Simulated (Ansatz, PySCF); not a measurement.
CHO, SMILES [CH]=O (connectivity only; charge and spin as stated), charge +1, multiplicity 1. Atoms are numbered in the order given.

```xyz
3

C      0.0000     0.0000    -0.5133
O      0.0000     0.0000     0.5907
H      0.0000     0.0000    -1.6102
```
Charge +1, spin multiplicity 1.

Geometry: r2SCAN-D4/def2-TZVPD. The isomer is the one that the SMILES or the coordinates give; other isomers of the formula were not compared.

Two levels are set side by side: PBE-D3(BJ)/def2-TZVPD (Ansatz, a quantum-chemistry and plane-wave program) and r2SCAN-D4/def2-TZVPD (Ansatz). Each level has its own optimised geometry; the coordinates shown are those of the second. Frequencies come from the Hessian of PySCF at each geometry. Differences are taken from unrounded values.

| quantity | r2SCAN-D4 |
|---|---|
| mean bond length (Å) | 1.100 |
| bond C1–O2 (Å) | 1.104 |
| bond C1–H3 (Å) | 1.097 |
| highest harmonic wavenumber (cm⁻¹) | 3215 |
| mean harmonic wavenumber (cm⁻¹) | 1798 |
| zero-point energy (kcal/mol) | 10.28 |

What does PBE-D3(BJ) give, and how far is it from r2SCAN-D4? (An estimate is asked for; the answer gives what the named calculation found.)


| quantity | PBE-D3(BJ) | PBE-D3(BJ) minus r2SCAN-D4 |
|---|---|---|
| mean bond length (Å) | 1.109 | 0.008 |
| bond C1–O2 (Å) | 1.113 | 0.009 |
| bond C1–H3 (Å) | 1.105 | 0.008 |
| highest harmonic wavenumber (cm⁻¹) | 3140 | -75 |
| mean harmonic wavenumber (cm⁻¹) | 1746 | -52 |
| zero-point energy (kcal/mol) | 9.98 | -0.29 |
